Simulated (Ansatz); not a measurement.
# BN2H5 (SMILES NBN): a chain of runs

We compute a series of 26 runs (HF/STO-3G, UHF/STO-3G, HF/3-21G, UHF/3-21G, HF/6-31G*, UHF/6-31G*, B3LYP/6-31G*, UB3LYP/6-31G*, and more) of BH5N2. 

The results are computed with Ansatz 0.2.0.

### 1 Starting point

The species is BN2H5 (8 atoms), meant as a singlet with charge 0. SMILES: `NBN`. Geometry: relaxed at PBE0-D4/def2-TZVP. The run starts from this shape.

Bond lengths: N1–B2 1.409 Å, B2–N3 1.409 Å, N1–H4 1.005 Å, N1–H5 1.002 Å, B2–H6 1.200 Å, N3–H7 1.003 Å, N3–H8 1.005 Å. Angles: N1–B2–N3 122.9°, N1–B2–H6 118.5°, N3–B2–H6 118.5°, B2–N1–H4 124.5°, B2–N1–H5 121.9°, B2–N3–H7 121.9°, B2–N3–H8 124.5°, H4–N1–H5 113.6°, H7–N3–H8 113.6°.

### 2 A geometry optimisation at HF/STO-3G (run 1)

File run.yaml:

```yaml
crystal:
  periodic: [false, false, false]
  atoms:
    - {symbol: "N", position_ang: [-0.971000, 0.516500, -0.581100]}
    - {symbol: B, position_ang: [0.194200, 0.386600, 0.200500]}
    - {symbol: N, position_ang: [0.848200, -0.845200, 0.401400]}
    - {symbol: H, position_ang: [-1.426800, -0.244500, -1.053400]}
    - {symbol: H, position_ang: [-1.423900, 1.400900, -0.713700]}
    - {symbol: H, position_ang: [0.649700, 1.368600, 0.718000]}
    - {symbol: H, position_ang: [1.676700, -0.919800, 0.960900]}
    - {symbol: H, position_ang: [0.545000, -1.720300, 0.011600]}
basis:
  gaussian:
    orbitals: STO-3G
hamiltonian:
  xc: hf
relax:
  f_tol: 0.002
output: {orbitals: {seedname: orbitals}}
```

Launch:

```sh
$ ansatz run run.yaml --threads 1 --pin off --max-ram 3480MiB --events-out events.jsonl --progress --plain --runs-dir runs
```

Standard output (excerpt; [...] marks lines left out):

```text
Warning: RAYON_NUM_THREADS=1 ignored (pool sized by the plan → 1); use --threads N
[...]
Functional definition: HF
  name "HF"
[...]
295 factors; integrals over basis functions are off by at most 1.8e-5 eV
[...]
mean field -3668.99508736 eV, -134.8330825264 hartree, gradient 1.9e-5 eV, S^2 0.000000; 0 other end points of the search recorded, 0 dependent functions left out
[...]
reference -3668.99508736 eV, -134.8330825264 hartree; 12, 12 occupied and 8, 8 virtual orbitals, 295 factors
relax step   1: F+E_penalty+E_count = -3668.99508736 eV  Δ(F+E_penalty+E_count) = +0.000e0 eV  max|allowed force component| = 1.194e0 eV/Å  Δτ_max = 0.0000 Å  (25 SCF iters, accepted)
[...]
relax step   6: F+E_penalty+E_count = -3669.04399969 eV  Δ(F+E_penalty+E_count) = -1.696e-6 eV  max|allowed force component| = 2.618e-3 eV/Å  Δτ_max = 0.0006 Å  (22 SCF iters, accepted)
[...]
relax step   7: F+E_penalty+E_count = -3669.04399984 eV  Δ(F+E_penalty+E_count) = -1.516e-7 eV  max|allowed force component| = 7.223e-5 eV/Å  Δτ_max = 0.0001 Å  (21 SCF iters, accepted)
295 factors; integrals over basis functions are off by at most 1.7e-5 eV
[...]
mean field -3669.04399984 eV, -134.8348800267 hartree, gradient 1.3e-5 eV, S^2 0.000000; 1 other end points of the search recorded, 0 dependent functions left out
[...]
reference -3669.04399984 eV, -134.8348800267 hartree; 12, 12 occupied and 8, 8 virtual orbitals, 295 factors
Total energy: -3669.04399984 eV, -134.8348800267 hartree
Atom 0 at    -0.955504     0.517433    -0.570122 Å, force    -0.000005     0.000072    -0.000003 eV/Å
Atom 1 at     0.201033     0.401412     0.208324 Å, force    -0.000027    -0.000057    -0.000031 eV/Å
Atom 2 at     0.841340    -0.827471     0.400337 Å, force     0.000059     0.000023     0.000032 eV/Å
Atom 3 at    -1.404966    -0.261771    -1.041791 Å, force     0.000014    -0.000050     0.000008 eV/Å
Atom 4 at    -1.434348     1.398545    -0.721496 Å, force     0.000018    -0.000002     0.000014 eV/Å
Atom 5 at     0.641858     1.351721     0.709098 Å, force    -0.000003    -0.000002     0.000006 eV/Å
Atom 6 at     1.680149    -0.932598     0.960615 Å, force    -0.000009     0.000019    -0.000001 eV/Å
Atom 7 at     0.522538    -1.704472    -0.000764 Å, force    -0.000046    -0.000004    -0.000024 eV/Å
Dipole moment:    -0.094038    -0.202731    -0.106839 e Å
```

Wall time 2.9 s (1 thread of Arm Neoverse V1, shared host).

The path in brief:

```
step  energy from the first frame kept (eV)  largest force (eV/Å)
   1                                 0.0000                1.4030
   2                                -0.0476                0.1621
   3                                -0.0486                0.0447
   4                                -0.0488                0.0559
   5                                -0.0489                0.0047
   6                                -0.0489                0.0032
   7                                -0.0489                0.0001
```

After the run. Bond lengths: N1–B2 1.399 Å, B2–N3 1.399 Å, N1–H4 1.016 Å, N1–H5 1.014 Å, B2–H6 1.161 Å, N3–H7 1.014 Å, N3–H8 1.016 Å. Angles: N1–B2–N3 121.8°, N1–B2–H6 119.1°, N3–B2–H6 119.1°, B2–N1–H4 124.1°, B2–N1–H5 123.1°, B2–N3–H7 123.1°, B2–N3–H8 124.1°, H4–N1–H5 112.8°, H7–N3–H8 112.8°.

### 3 Vibrational wavenumbers at HF/STO-3G (run 2)

File run.yaml:

```yaml
basis:
  gaussian: {orbitals: STO-3G}
crystal:
  periodic: [false, false, false]
  atoms:
    - {symbol: N, position_ang: [-0.955504, 0.517433, -0.570122]}
    - {symbol: B, position_ang: [0.201033, 0.401412, 0.208324]}
    - {symbol: "N", position_ang: [0.841340, -0.827471, 0.400337]}
    - {symbol: H, position_ang: [-1.404966, -0.261771, -1.041791]}
    - {symbol: H, position_ang: [-1.434348, 1.398545, -0.721496]}
    - {symbol: H, position_ang: [0.641858, 1.351721, 0.709098]}
    - {symbol: H, position_ang: [1.680149, -0.932598, 0.960615]}
    - {symbol: H, position_ang: [0.522538, -1.704472, -0.000764]}
phonons: {temperatures: {t_min: 298.15, t_max: 298.15, t_step: 1}}
hamiltonian: {xc: hf}
```

Launch:

```sh
$ ansatz run run.yaml --threads 1 --pin off --max-ram 3480MiB --events-out events.jsonl --progress --plain --runs-dir runs
```

Standard output (excerpt; [...] marks lines left out):

```text
Warning: RAYON_NUM_THREADS=1 ignored (pool sized by the plan → 1); use --threads N
Functional definition: HF
  name "HF"
[...]
295 factors; integrals over basis functions are off by at most 2.2e-5 eV
[...]
mean field -3669.04399972 eV, -134.8348800223 hartree, gradient 1.8e-5 eV, S^2 0.000000; 0 other end points of the search recorded, 0 dependent functions left out
[...]
reference -3669.04399972 eV, -134.8348800223 hartree; 12, 12 occupied and 8, 8 virtual orbitals, 295 factors
[...]
295 factors; integrals over basis functions are off by at most 2.2e-5 eV
[...]
mean field -3669.04378616 eV, -134.8348721741 hartree, gradient 1.0e-6 eV, S^2 0.000000; 0 other end points of the search recorded, 0 dependent functions left out
[...]
reference -3669.04378616 eV, -134.8348721741 hartree; 12, 12 occupied and 8, 8 virtual orbitals, 295 factors
[...]
295 factors; integrals over basis functions are off by at most 2.2e-5 eV
[...]
Total energy: -3669.04399972 eV, -134.8348800223 hartree
Atom 0 at    -0.955504     0.517433    -0.570122 Å, force    -0.000052     0.000080    -0.000032 eV/Å
Atom 1 at     0.201033     0.401412     0.208324 Å, force    -0.000016    -0.000039    -0.000025 eV/Å
Atom 2 at     0.841340    -0.827471     0.400337 Å, force     0.000088    -0.000024     0.000043 eV/Å
Atom 3 at    -1.404966    -0.261771    -1.041791 Å, force     0.000028    -0.000043     0.000020 eV/Å
Atom 4 at    -1.434348     1.398545    -0.721496 Å, force     0.000027    -0.000009     0.000018 eV/Å
Atom 5 at     0.641858     1.351721     0.709098 Å, force    -0.000007    -0.000006     0.000005 eV/Å
Atom 6 at     1.680149    -0.932598     0.960615 Å, force    -0.000020     0.000026    -0.000007 eV/Å
Atom 7 at     0.522538    -1.704472    -0.000764 Å, force    -0.000049     0.000015    -0.000022 eV/Å
Dipole moment:    -0.094038    -0.202731    -0.106839 e Å
Vibrations: 374.67 442.87 446.57 592.11 667.52 982.17 1079.89 1128.18 1286.65 1405.56 1692.50 1957.97 1960.19 3253.14 4056.19 4062.81 4249.46 4249.95 cm⁻¹, zero-point energy 2.100814 eV
```

Run time: 5.1 s. Hardware: 1 thread of Arm Neoverse V1, shared host.

Runs 3 to 24 aren't shown in full; the table further down has their settings and results.

### 4 A structure relaxation at PBE-D3(BJ)/def2-TZVP (run 25)

File in.yaml:

```yaml
basis:
  gaussian:
    orbitals: def2-TZVP
crystal:
  periodic: [false, false, false]
  atoms:
    - symbol: "N"
      position_ang: [-0.971000, 0.516500, -0.581100]
    - symbol: B
      position_ang: [0.194200, 0.386600, 0.200500]
    - symbol: "N"
      position_ang: [0.848200, -0.845200, 0.401400]
    - symbol: H
      position_ang: [-1.426800, -0.244500, -1.053400]
    - symbol: H
      position_ang: [-1.423900, 1.400900, -0.713700]
    - symbol: H
      position_ang: [0.649700, 1.368600, 0.718000]
    - symbol: H
      position_ang: [1.676700, -0.919800, 0.960900]
    - symbol: H
      position_ang: [0.545000, -1.720300, 0.011600]
total_charge: 0
hamiltonian:
  xc: pbe
  dispersion: d3bj
relax:
  f_tol: 0.002
output: {orbitals: {seedname: orbitals}}
```

Launch:

```sh
$ ansatz run in.yaml --threads 1 --pin off --max-ram 3480MiB --events-out events.jsonl --progress --plain --runs-dir runs
```

Standard output (excerpt; [...] marks lines left out):

```text
Warning: RAYON_NUM_THREADS=1 ignored (pool sized by the plan → 1); use --threads N
[...]
Functional definition: PBE
  name "PBE"
[...]
699 factors; their error is unknown
[...]
mean field -3736.62954679 eV, -137.3186030661 hartree, gradient 3.8e-5 eV, S^2 0.000000; 0 other end points of the search recorded, 0 dependent functions left out
[...]
reference -3736.62958306 eV, -137.3186043989 hartree; 12, 12 occupied and 111, 111 virtual orbitals, 699 factors
relax step   1: F+E_penalty+E_count = -3736.73233719 eV  Δ(F+E_penalty+E_count) = +0.000e0 eV  max|allowed force component| = 3.556e-1 eV/Å  Δτ_max = 0.0000 Å  (26 SCF iters, accepted)
[...]
relax step   3: F+E_penalty+E_count = -3736.74234658 eV  Δ(F+E_penalty+E_count) = -7.572e-4 eV  max|allowed force component| = 7.899e-3 eV/Å  Δτ_max = 0.0042 Å  (30 SCF iters, accepted)
[...]
reference -3736.64002237 eV, -137.3189880365 hartree; 12, 12 occupied and 111, 111 virtual orbitals, 699 factors
Total energy: -3736.74238941 eV, -137.3227499559 hartree
Atom 0 at    -0.976697     0.520223    -0.584268 Å, force    -0.000482     0.000975    -0.000114 eV/Å
Atom 1 at     0.195376     0.389212     0.201888 Å, force    -0.000731    -0.001593    -0.000814 eV/Å
Atom 2 at     0.853541    -0.849674     0.404226 Å, force     0.000869    -0.000079     0.000606 eV/Å
Atom 3 at    -1.438350    -0.245652    -1.061632 Å, force     0.000513     0.000220     0.000385 eV/Å
Atom 4 at    -1.433471     1.411919    -0.718135 Å, force    -0.000395    -0.000025    -0.000281 eV/Å
Atom 5 at     0.652963     1.375661     0.721723 Å, force     0.000121     0.000288     0.000119 eV/Å
Atom 6 at     1.688929    -0.925138     0.968244 Å, force     0.000190    -0.000450     0.000038 eV/Å
Atom 7 at     0.549810    -1.733751     0.012154 Å, force    -0.000085     0.000664     0.000061 eV/Å
Dipole moment:    -0.112396    -0.242279    -0.127657 e Å
```

It took 12 s on 1 thread of Arm Neoverse V1, shared host; peak memory 0.17 GiB.

Steps, from the record of the run:

```
step  energy from the first frame kept (eV)  largest force (eV/Å)
   1                                 0.0000                0.4017
   2                                -0.0093                0.1003
   3                                -0.0100                0.0097
   4                                -0.0100                0.0019
```

After the run. Bond lengths: N1–B2 1.417 Å, B2–N3 1.417 Å, N1–H4 1.014 Å, N1–H5 1.011 Å, B2–H6 1.205 Å, N3–H7 1.011 Å, N3–H8 1.014 Å. Angles: N1–B2–N3 123.0°, N1–B2–H6 118.5°, N3–B2–H6 118.5°, B2–N1–H4 124.6°, B2–N1–H5 121.9°, B2–N3–H7 121.9°, B2–N3–H8 124.6°, H4–N1–H5 113.5°, H7–N3–H8 113.5°.

### 5 The harmonic vibrations at PBE-D3(BJ)/def2-TZVP (run 26)

File job.yaml:

```yaml
crystal:
  periodic: [false, false, false]
  atoms:
    - symbol: "N"
      position_ang: [-0.976697, 0.520223, -0.584268]
    - symbol: B
      position_ang: [0.195376, 0.389212, 0.201888]
    - symbol: N
      position_ang: [0.853541, -0.849674, 0.404226]
    - symbol: H
      position_ang: [-1.438350, -0.245652, -1.061632]
    - symbol: H
      position_ang: [-1.433471, 1.411919, -0.718135]
    - symbol: H
      position_ang: [0.652963, 1.375661, 0.721723]
    - symbol: H
      position_ang: [1.688929, -0.925138, 0.968244]
    - symbol: H
      position_ang: [0.549810, -1.733751, 0.012154]
basis:
  gaussian:
    orbitals: def2-TZVP
hamiltonian:
  xc: {name: PBE}
  dispersion: d3bj
phonons:
  temperatures:
    t_min: 298.15
    t_max: 298.15
    t_step: 1
```

Launch:

```sh
$ ansatz run job.yaml --threads 1 --pin off --max-ram 3480MiB --events-out events.jsonl --progress --plain --runs-dir runs
```

Standard output (excerpt; [...] marks lines left out):

```text
Warning: RAYON_NUM_THREADS=1 ignored (pool sized by the plan → 1); use --threads N
Functional definition: PBE
  name "PBE"
[...]
699 factors; their error is unknown
[...]
mean field -3736.63998601 eV, -137.3189867005 hartree, gradient 3.8e-5 eV, S^2 0.000000; 0 other end points of the search recorded, 0 dependent functions left out
[...]
reference -3736.64002237 eV, -137.3189880365 hartree; 12, 12 occupied and 111, 111 virtual orbitals, 699 factors
[...]
699 factors; their error is unknown
mean field -3736.63982157 eV, -137.3189806571 hartree, gradient 1.7e-6 eV, S^2 0.000000; 0 other end points of the search recorded, 0 dependent functions left out
[...]
reference -3736.63985792 eV, -137.3189819929 hartree; 12, 12 occupied and 111, 111 virtual orbitals, 699 factors
[...]
699 factors; their error is unknown
[...]
Total energy: -3736.74238941 eV, -137.3227499559 hartree
Atom 0 at    -0.976697     0.520223    -0.584268 Å, force    -0.000456     0.000984    -0.000095 eV/Å
Atom 1 at     0.195376     0.389212     0.201888 Å, force    -0.000737    -0.001627    -0.000826 eV/Å
Atom 2 at     0.853541    -0.849674     0.404226 Å, force     0.000862    -0.000054     0.000607 eV/Å
Atom 3 at    -1.438350    -0.245652    -1.061632 Å, force     0.000502     0.000202     0.000373 eV/Å
Atom 4 at    -1.433471     1.411919    -0.718135 Å, force    -0.000402    -0.000015    -0.000283 eV/Å
Atom 5 at     0.652963     1.375661     0.721723 Å, force     0.000129     0.000304     0.000128 eV/Å
Atom 6 at     1.688929    -0.925138     0.968244 Å, force     0.000190    -0.000449     0.000038 eV/Å
Atom 7 at     0.549810    -1.733751     0.012154 Å, force    -0.000088     0.000656     0.000057 eV/Å
Dipole moment:    -0.112395    -0.242278    -0.127657 e Å
Vibrations: 324.38 369.86 387.58 451.76 591.23 797.48 891.45 905.10 1059.62 1164.52 1403.76 1586.91 1587.59 2547.88 3523.19 3523.85 3626.64 3627.67 cm⁻¹, zero-point energy 1.758746 eV
```

It took 75 s on 1 thread of Arm Neoverse V1, shared host; peak memory 0.12 GiB.

### 6 Overview of the runs

```
run                                level         task  walk f tol  partner  energy (Eh)  dipole moment (D)  wall time
  1                            HF/STO-3G     optimise       0.002     base  -134.834880               1.19      2.9 s
  2                            HF/STO-3G  frequencies           –     base  -134.834880               1.19      5.1 s
  3                           UHF/STO-3G       energy           –   cation  -134.607865                  –     0.12 s
  4                           UHF/STO-3G     optimise           –   cation  -134.613452                  –      1.5 s
  5                             HF/3-21G     optimise       0.002     base  -135.829179               1.44      1.9 s
  6                             HF/3-21G  frequencies           –     base  -135.829179               1.44       10 s
  7                            UHF/3-21G       energy           –   cation  -135.531952                  –     0.32 s
  8                            UHF/3-21G     optimise           –   cation  -135.541104                  –      5.7 s
  9      HF/6-31G* (Cartesian functions)     optimise       0.002     base  -136.568302               1.32      3.9 s
 10      HF/6-31G* (Cartesian functions)  frequencies           –     base  -136.568302               1.32       13 s
 11     UHF/6-31G* (Cartesian functions)       energy           –   cation  -136.266552                  –      0.6 s
 12     UHF/6-31G* (Cartesian functions)     optimise           –   cation  -136.270200                  –      4.8 s
 13   B3LYP/6-31G* (Cartesian functions)     optimise       0.002     base  -137.438758               1.47      7.2 s
 14   B3LYP/6-31G* (Cartesian functions)  frequencies           –     base  -137.438758               1.47       50 s
 15  UB3LYP/6-31G* (Cartesian functions)       energy           –   cation  -137.113022                  –        2 s
 16  UB3LYP/6-31G* (Cartesian functions)     optimise           –   cation  -137.115708                  –       13 s
 17                         PBE/def2-SVP     optimise       0.002     base  -137.157908               1.62      8.4 s
 18                         PBE/def2-SVP  frequencies           –     base  -137.157908               1.62       23 s
 19                        UPBE/def2-SVP       energy           –   cation  -136.833563                  –      8.4 s
 20                        UPBE/def2-SVP     optimise           –   cation  -136.835997                  –       30 s
 21     MP2/6-31G* (Cartesian functions)     optimise       0.002     base  -136.971804               1.47      5.4 s
 22     MP2/6-31G* (Cartesian functions)  frequencies           –     base  -136.971804               1.47       38 s
 23    UMP2/6-31G* (Cartesian functions)       energy           –   cation  -136.640508                  –     0.71 s
 24    UMP2/6-31G* (Cartesian functions)     optimise           –   cation  -136.644034                  –      8.1 s
 25                 PBE-D3(BJ)/def2-TZVP     optimise       0.002     base  -137.322750               1.42       12 s
 26                 PBE-D3(BJ)/def2-TZVP  frequencies           –     base  -137.322750               1.42       75 s
```

### 7 Results

| quantity | value |
| --- | --- |
| run 26, PBE-D3(BJ)/def2-TZVP: total energy | -137.32275 Eh |
| run 26, PBE-D3(BJ)/def2-TZVP: dipole moment | 1.42 D |
| run 26, PBE-D3(BJ)/def2-TZVP: dispersion energy | -9.88 kJ/mol |
| run 26, PBE-D3(BJ)/def2-TZVP: largest force on an atom | 0.002 eV/Å |
| run 26, PBE-D3(BJ)/def2-TZVP: lowest harmonic wavenumber | 324 cm⁻¹ |
| run 26, PBE-D3(BJ)/def2-TZVP: highest harmonic wavenumber | 3628 cm⁻¹ |
| run 26, PBE-D3(BJ)/def2-TZVP: zero-point energy | 169.7 kJ/mol |
| vertical ionisation energy (to the doublet cation), HF/3-21G | 8.088 eV |
| vertical ionisation energy (to the doublet cation), HF/6-31G* | 8.211 eV |
| vertical ionisation energy (to the doublet cation), B3LYP/6-31G* | 8.864 eV |
| vertical ionisation energy (to the doublet cation), MP2/6-31G* | 9.015 eV |
| adiabatic ionisation energy (to the doublet cation, no zero-point term), HF/STO-3G | 6.025 eV |
| adiabatic ionisation energy (to the doublet cation, no zero-point term), HF/6-31G* | 8.112 eV |
| adiabatic ionisation energy (to the doublet cation, no zero-point term), B3LYP/6-31G* | 8.791 eV |
| adiabatic ionisation energy (to the doublet cation, no zero-point term), MP2/6-31G* | 8.919 eV |

In words: At HF/3-21G: the vertical ionisation energy comes to 8.09 eV (187 kcal/mol). Its partner is spin-contaminated (⟨S²⟩ = 0.91 against 0.75), so the difference is in doubt. At HF/6-31G*: the vertical ionisation energy comes to 8.21 eV (792 kJ/mol). Its partner is spin-contaminated (⟨S²⟩ = 0.90 against 0.75), so the difference is in doubt. At B3LYP/6-31G*: the vertical ionisation energy comes to 8.86 eV (204 kcal/mol). At MP2/6-31G*: the vertical ionisation energy comes to 9.02 eV (208 kcal/mol). Totals of different functionals can't be ranked against each other. In runs 1, 2, 3, 4 the basis is minimal, so the values are rough. Spin contamination of the reference: run 4 ⟨S²⟩ = 0.95, run 3 ⟨S²⟩ = 0.93, run 7 ⟨S²⟩ = 0.91, run 23 ⟨S²⟩ = 0.90, run 12 ⟨S²⟩ = 0.90, run 11 ⟨S²⟩ = 0.90 (the largest). All runs together took 5.5 min, the longest 75 s.
